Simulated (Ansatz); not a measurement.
Results of G0W0@HSE06 (Ansatz, a quantum-chemistry and plane-wave program, hard PAW, contour deformation) for rock-salt NaI.

The same calculation (at the measured cell, 33.899 Å³/atom) with different numerical settings; throughout: k mesh 2×2×2:

```tsv
run	response cutoff (eV)	empty bands	quasiparticle gap on the mesh (eV)	quasiparticle gap at Γ (eV)	rough time
1	100	283	5.889	5.889	60 core-s
2	150	520	5.940	5.940	2 core-min
3	200	800	5.958	5.958	9 core-min
4	250	1118	5.965	5.965	10 core-min
5	300	1470	5.970	5.970	20 core-min
```

In the column quasiparticle gap on the mesh (eV) the first row differs from the last by -0.081 and the next to last by -0.005.

The last row is no converged limit: other settings stay fixed.

Spin–orbit coupling is not included.

Note: GW on a hybrid start was not checked against another program.
